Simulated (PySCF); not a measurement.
# Cl: ionisation energy

Cl [Ne] 3s2 3p5 (2P) → Cl⁺ [Ne] 3s2 3p4 (3P), as a difference of total energies. All numbers are calculated (PySCF 2.14, no relativity, point nucleus, in pcseg-2 (5s4p2d1f, 34 functions)). Correlated levels: valence: [Ne] frozen. The calculations carry no spin-orbit coupling.

| method | ionisation energy (eV) |
| --- | --- |
| UHF | 11.794 |
| r2SCAN | 13.040 |
| PBE0 | 12.980 |
| MP2 (valence) | 12.638 |
| SCS-MP2 (valence) | 12.636 |
| CCSD (valence) | 12.598 |
| CCSD(T) (valence) | 12.622 |

How much does correlation contribute at CCSD(T) (valence)?

12.622 − (11.794) = 0.828 eV, measured against UHF.

Errors of the correlated levels include the incompleteness of this basis and the frozen core.

For comparison: 12.974 eV (measured; NIST levels, between the centres of gravity of the two terms).
